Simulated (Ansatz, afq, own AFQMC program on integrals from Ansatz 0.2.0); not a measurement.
## Atomization energy of BN$_{2}$H, triplet, worked out

```yaml
atoms:
  - { symbol: B, position_ang: [0.0000, 0.0000, -0.5245] }
  - { symbol: N, position_ang: [0.0000, 0.0000, -1.9235] }
  - { symbol: N, position_ang: [0.0000, 0.0000, 0.7274] }
  - { symbol: H, position_ang: [0.0000, 0.0000, 1.7207] }
```

Connectivity, by distances: N–B–NH.

Basis cc-pVDZ. Only valence electrons are correlated. AFQMC by an in-house program on the Cholesky factors that Ansatz 0.2.0 writes for its CCSD(T) run. The CISD trial takes its coefficients from CCSD amplitudes. Released means that phaseless walkers are propagated on without the constraint, phases kept. Error bars are statistical, one sigma.

Total energies in eV. CBS is CCSD(T) at the limit of def2-TZVPP/QZVPP (extrapolated itself); the highest rung of each member is named.

Cautions: BN₂H (triplet): unrestricted determinant spin contaminated (⟨S²⟩ 2.11 against 2.00), its ph-AFQMC/CISD value lies 53 ± 5 meV above CCSDT(Q).

```tsv
member	count	CCSD(T)/cc-pVDZ	highest rung in cc-pVDZ	which	CCSD(T)/CBS
B (doublet)	+1	-669.1119	-669.1218	FCI	-669.4648
N (quartet)	+2	-1482.4355	-1482.4402	FCI	-1483.8573
H (doublet)	+1	-13.5861	-13.5861	FCI	-13.6059
BN₂H, triplet	-1	-3660.1155	-3660.2012	CCSDT(Q)	-3665.0513
```

Task: Work out the best estimate of the atomization energy: the CCSD(T)/CBS difference plus the step from CCSD(T) to the highest rung.

Result: Sums with the counts: CCSD(T)/CBS 14.2660 eV, highest rung 12.6129 eV, CCSD(T)/cc-pVDZ 12.5465 eV. The step is 12.6129 − 12.5465 = 0.0664 eV, so the best estimate is 14.2660 + (0.0664) = 14.3324 eV = 330.5 kcal/mol. The basis set is worth 1.720 eV of it. Zero-point, core-correlation and spin–orbit terms aren't in it.

Best estimates are given only where the step beyond CCSD(T) is under 0.3 eV and no member's determinant is very poor (T1 over 0.05, or 0.07 for open shells, ⟨S²⟩ too high by 0.3, two states mixed), so the hardest cases are missing from such tables.

CCSDT and higher add their correlation energy to the determinant of the CCSD(T) run, since their own runs factorise the integrals more tightly (a shift of under 2 meV). Each member of a difference takes its own highest rung, so a best estimate needn't equal the limit plus the step of one row.
